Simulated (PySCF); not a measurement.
Species: C3H7FN (doublet state).
Geometry (GFN2-xTB, Å), atoms numbered from 1 in this order:
```xyz
12
C3H7FN angstrom
N     -1.9398   -0.1233   -0.0555
C     -0.5825   -0.2986   -0.4923
C      0.4925    0.2528    0.5115
C      1.8647    0.0455    0.0423
F      2.3116    0.8837   -0.9227
H     -2.1667    0.8567    0.0685
H     -2.1159   -0.6100    0.8160
H     -0.4594    0.2140   -1.4484
H     -0.4064   -1.3658   -0.6438
H      0.3069    1.3221    0.6421
H      0.3600   -0.2562    1.4686
H      2.3360   -0.9216   -0.0124
```

The hyperfine couplings belong to this conformer and change with its torsions.

Identity: `NCC[CH]F` [radical].

Method: UKS B3LYP, pcH-1 on C F H N, non-relativistic, mean-field spin-orbit, GIAO (PySCF 2.14.0). One conformer (not necessarily the lowest) at the GFN2-xTB geometry, without solvent, vibrations or thermal averaging. A GFN2-xTB geometry isn't a minimum of the functional, and hyperfine couplings can be far from their values at a DFT geometry. The SCF solution wasn't tested for stability.

Mulliken spin populations: N1 +0.021, C2 +0.061, C3 -0.065, C4 +0.931, F5 +0.069, H6 -0.001, H7 -0.001, H8 -0.005, H9 0.000, H10 +0.015, H11 +0.008, H12 -0.035.

Problem. What dipolar couplings does the calculation give for H6, H7, H8, H9, H10, H11?

Solution. 
| atom | position | distance from C4 (Å) | T1 (MHz) | T2 | T3 |
| --- | --- | --- | --- | --- | --- |
| H6 | 4 bonds from C4 | 4.11 | -2.63 | -0.09 | 2.72 |
| H7 | 4 bonds from C4 | 4.11 | -2.57 | -0.32 | 2.90 |
| H8 | γ, 3 bonds from C4 | 2.77 | -4.80 | -1.50 | 6.29 |
| H9 | γ, 3 bonds from C4 | 2.76 | -5.23 | -1.83 | 7.06 |
| H10 | β, 2 bonds from C4 | 2.10 | -5.44 | -4.61 | 10.05 |
| H11 | β, 2 bonds from C4 | 2.10 | -5.89 | -4.59 | 10.48 |

Problem. Estimate them with point dipoles: put each population ρk at its nucleus, leave out the nucleus itself and the atom bound to it, and sum T = Σ [ρk/(2S)]·C·(3 n nᵀ − 1)/r³ with C = μ0 gₑ μB g_N μN/(4π h) = 79.06 MHz Å³.

Solution. 
```csv
atom,T1 (MHz),T2,T3,"T3, computed",difference in T3 (%)
H6,-1.51,-1.17,2.68,2.72,-2
H7,-1.48,-1.20,2.67,2.90,-8
H8,-3.42,-3.10,6.52,6.29,+4
H9,-3.30,-3.11,6.42,7.06,-9
H10,-8.36,-7.26,15.62,10.05,+55
H11,-8.37,-7.20,15.56,10.48,+48
```

In T3 the estimate is closest for H6 (-2 %, 4.11 Å from C4) and worst for H10 (+55 %, 2.10 Å).

Problem. If all the spin sat on C4, T∥ = 2C/r³. What distance does the computed T3 of H9 then imply?

Solution. r = (2 × 79.06/7.06)^(1/3) = 2.82 Å, against 2.76 Å in the structure.

Hardware: one thread, Arm Neoverse V1 (aarch64), shared host with 32 logical CPUs at a one-minute load of 34. Cost: 22 s (with the writing of density and orbital grids), 0.75 GiB resident at most.
